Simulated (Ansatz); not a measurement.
**doublet Li2(+): levels of theory in one basis**

```tsv
atom	x (Å)	y (Å)	z (Å)
Li	0.0000	0.0000	-1.7367
Li	0.0000	0.0000	1.7367
```

Basis set: def2-SVP (spherical functions). All electrons are correlated. Correlation on ROHF uses semicanonical orbitals with singles. Charge 1, multiplicity 2.

Computed with Ansatz (development build ahead of 0.2.0); each method stands on the lowest determinant of its kind that the runs found.

| method | E − E(ROHF) (eV) | <S²> of the determinant |
| --- | --- | --- |
| ROHF | 0.00 | – |
| ROHF-MP2 | -0.12 | – |
| ROHF-CCSD(T) | -0.13 | – |

Caution for ROHF, ROHF-CCSD(T): the charge can sit on one fragment and break the point group.
